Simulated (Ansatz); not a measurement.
## Relaxing Re2Au

Computed with Ansatz, DFT PBE, scalar-relativistic, plane waves, PAW.

Re2Au was placed on the MoSi2 (C11b) structure type (I4/mmm, No. 139), with Au in place of Mo, Re in place of Si, at a guessed volume.

The final relaxation ran on this input, with the default PAW datasets:

```yaml
crystal:
  lattice:
    - [-1.6436964405, 1.6436964405, 4.4407841218]
    - [1.6436964405, -1.6436964405, 4.4407841218]
    - [1.6436964405, 1.6436964405, -4.4407841218]
  atoms:
    - { symbol: Re, position: [0.6810007817, 0.6810007817, 0.0] }
    - { symbol: Re, position: [0.3189992183, 0.3189992183, 0.0] }
    - { symbol: Au, position: [0.0, 0.0, 0.0] }
basis:
  ecutwfc: 420
kpoints:
  mp_grid: { grid: [20, 20, 20] }
hamiltonian:
  xc: pbe
scf:
  occupations: { method: gaussian, width: 0.1 }
output:
  forces: true
  stress: true
  eigenvalues: true
relax:
  adjacent_minimum: "off"
  f_tol: 0.01
  max_steps: 80
  cell: { stress_tol: 0.05 }
```

Launched as:

```bash
ansatz run input.yaml --threads 1 --pin off --max-ram 2560MiB --backend cpu --events-out ev --progress --plain --runs-dir out
```

It took 4.4 min on 1 thread of Arm Neoverse V1, on a shared host, peak memory 0.89 GiB.

The program printed at the end:

```
SCF converged after 8 iterations
Free energy (F): -34884.133545 eV
Harris-Foulkes:  -34884.133545 eV  (|F-HF|=7.28e-12)
Internal energy: -34884.124447 eV  (E = F + TS)
E sigma→0 (E₀):  -34884.128996 eV
Entropy (-TS):   -0.009098 eV (-3.033 meV/atom)
Fermi energy:    22.428474 eV
--- Per-component energies (eV) ---
  E_band       = -389.185683
  E_kinetic    = 1681.630079
  E_local      = -3358.242434  (includes V_loc(G=0)·N_el)
  E_nonlocal   = 171.101523
  E_hartree    = 1322.098603
  E_xc         = -1034.531919
  E_vxc        = -881.735009  (∫ρ·V_xc dr)
  E_paw        = -27023.491003  (= ΣΔE_a)
  E_vpaw       = -646.138414  (= ΣTr[D̂ρ^β])
  E_aug_tail   = 0.001365  (compensation charges beyond the density's cutoff)
  E_ewald      = -6642.690663
  E_smearing   = -0.009098  (= −TS)
  E_closure    = 0.000000  (closes the sum)
  Σ components = -34884.133545   (vs F -34884.133545, Δ=0.00e0)
--- Forces (eV/Å), atoms counted from 1 ---
  atom   1  Re     0.00000000     0.00000000    -0.00175428
  atom   2  Re     0.00000000     0.00000000     0.00175428
  atom   3  Au     0.00000000     0.00000000     0.00000000
  max |Σ_I F_I| component: 1.73e-18 eV/Å
--- Stress (GPa, compression-positive) ---
        0.006283       0.000000       0.000000
        0.000000       0.006283       0.000000
        0.000000       0.000000       0.013200
  P = ⅓ Tr σ = 0.0086 GPa (0.086 kbar)
--- Relaxed structure (5 steps of the walk, 4 accepted, 1 SCFs on fresh bases) ---
  F+E_penalty+E_count = -34884.13354517 eV   max|allowed force component| = 1.754e-3 eV/Å   (the final SCF, on the basis selected at the relaxed cell)
  cell:  # Å, volume = 48.0364 Å³
    - [-1.643698, 1.643698, 4.444948]
    - [1.643698, -1.643698, 4.444948]
    - [1.643698, 1.643698, -4.444948]
  atoms:
    - { symbol: Re, position: [0.681542, 0.681542, 0.000000] }
    - { symbol: Re, position: [0.318458, 0.318458, 0.000000] }
    - { symbol: Au, position: [0.000000, 0.000000, 0.000000] }
```

Total energies depend on the potentials used, so only differences within one code and one set of settings carry meaning.

The result has space group I4/mmm (No. 139). Re is coordinated by 4 Re at 2.62 Å, 5 Au at 2.83 Å and 5 Re at 3.23–3.29 Å; Au has 10 Re at 2.83 Å and 4 Au at 3.29 Å.

Against the elements it lies at 0.45 eV/atom. Energies over the elements count from the elements' standard structures at the same level, with no empirical corrections.

For metals, differences of a few meV/atom aren't resolved. Spin–orbit coupling is left out.

Symmetry constrained the relaxation, so the result can be a saddle point.